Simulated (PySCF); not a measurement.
**sulfuryl chloride fluoride (ClFO₂S): electronic excitations and core binding energies**

What electronic excitations and core binding energies should sulfuryl chloride fluoride (ClFO₂S) (`O=S(=O)(F)Cl`) show?

Computed with PySCF 2.14.0, with density-fitted response routines of our own, on a single molecule in the gas phase. Atoms are numbered from 0 throughout.

## (1) The starting structure

5 atoms, charge 0, multiplicity 1; geometry from: GFN2-xTB.

Bonds of the start (Å): O0–S1 1.41, S1–O2 1.41, S1–F3 1.63, S1–Cl4 2.02.

## (2) Excited states and response: wB97X-D/def2-SVPD

The job: settings as JSON, then the geometry in Å.

```
{"job": {"kind": "uv", "xc": "wB97X-D", "basis": "def2-SVPD", "nstates": 8, "ntriplets": 3}, "charge": 0, "multiplicity": 1}
O     -0.517618    -0.951405    -1.075041
S     -0.147070    -0.154788     0.027216
O     -0.576603    -0.420557     1.343154
F     -0.596663     1.368768    -0.317671
Cl     1.846576     0.160835     0.005157
```

Method: TDDFT wB97X-D/def2-SVPD, vertical, gas phase, core orbitals frozen in the response.

Launch:

```console
$ OMP_NUM_THREADS=1 python probes_run.py task.json out
```

One launch serves the whole session: the jobs run in the order shown.

**Question.** This job is followed by: delta-SCF UKS SCAN, pcX-2 on the ionised atom, pcseg-1 elsewhere, spin-free X2C. What will the session give for the following? lowest singlet (wB97X-D/def2-SVPD); brightest single state of those computed; lowest triplet; O1s binding energies, SCAN/pcX-2; S1s binding energies, SCAN/pcX-2; S2p binding energies, SCAN/pcX-2; F1s binding energies, SCAN/pcX-2; Cl1s binding energies, SCAN/pcX-2; Cl2p binding energies, SCAN/pcX-2.

The runs gave:

| quantity | value |
| --- | --- |
| lowest singlet (wB97X-D/def2-SVPD) | 5.81 eV (213 nm), f = 0.002 |
| brightest single state of those computed | state 5, 8.00 eV, f = 0.166 |
| lowest triplet | 5.15 eV |
| O1s binding energies, SCAN/pcX-2 | O0 540.10 eV |
| S1s binding energies, SCAN/pcX-2 | S1 2486.04 eV |
| S2p binding energies, SCAN/pcX-2 | S1 177.54 eV |
| F1s binding energies, SCAN/pcX-2 | F3 694.07 eV |
| Cl1s binding energies, SCAN/pcX-2 | Cl4 2830.51 eV |
| Cl2p binding energies, SCAN/pcX-2 | Cl4 208.47 eV |

The first singlet state (HOMO→LUMO 0.97) lies at 5.81 eV and is weak; of the 8 states computed, the strongest absorption comes from state 5 at 8.00 eV. The lowest triplet lies 0.67 eV below the lowest singlet (triplets in Tamm-Dancoff, singlets in full TDDFT).
